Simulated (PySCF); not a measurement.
How methods differ on the electron affinity of Cl

Cl⁻ [Ar] (1S) → Cl [Ne] 3s2 3p5 (2P), as a difference of total energies. All numbers are calculated (PySCF 2.14, the non-relativistic Hamiltonian (point nucleus), in aug-cc-pV(Q+d)Z). Correlated levels: valence: [Ne] frozen. The calculations carry no spin-orbit coupling.

```json
{"method": "UHF", "electron affinity (eV)": "2.370", "plus first-order spin-orbit estimate": "2.336", "error of that sum (eV)": "-1.277"}
{"method": "LDA", "electron affinity (eV)": "3.932", "plus first-order spin-orbit estimate": "3.897", "error of that sum (eV)": "+0.284"}
{"method": "PBE", "electron affinity (eV)": "3.650", "plus first-order spin-orbit estimate": "3.616", "error of that sum (eV)": "+0.003"}
{"method": "PBE0", "electron affinity (eV)": "3.567", "plus first-order spin-orbit estimate": "3.533", "error of that sum (eV)": "-0.080"}
{"method": "r2SCAN", "electron affinity (eV)": "3.608", "plus first-order spin-orbit estimate": "3.574", "error of that sum (eV)": "-0.039"}
{"method": "LC-wPBE", "electron affinity (eV)": "3.574", "plus first-order spin-orbit estimate": "3.540", "error of that sum (eV)": "-0.073"}
{"method": "PBEsol", "electron affinity (eV)": "3.669", "plus first-order spin-orbit estimate": "3.634", "error of that sum (eV)": "+0.021"}
{"method": "revPBE", "electron affinity (eV)": "3.583", "plus first-order spin-orbit estimate": "3.548", "error of that sum (eV)": "-0.065"}
{"method": "M06", "electron affinity (eV)": "3.589", "plus first-order spin-orbit estimate": "3.554", "error of that sum (eV)": "-0.059"}
{"method": "MP2 (valence)", "electron affinity (eV)": "3.723", "plus first-order spin-orbit estimate": "3.688", "error of that sum (eV)": "+0.075"}
{"method": "SCS-MP2 (valence)", "electron affinity (eV)": "3.636", "plus first-order spin-orbit estimate": "3.601", "error of that sum (eV)": "-0.012"}
```

Reference: 3.613 eV (measured; photodetachment measurements, as compiled on the Wikipedia data page of electron affinities).

A first-order spin-orbit estimate (lowest level to lowest level, LS coupling) adds -0.035 eV.

Errors of the correlated levels include the incompleteness of this basis and the frozen core.

In the anion the highest occupied orbital energy is positive at LDA, PBE, r2SCAN, PBEsol, revPBE, a self-interaction effect; the basis confines that electron, and the energy difference can still be sensible.
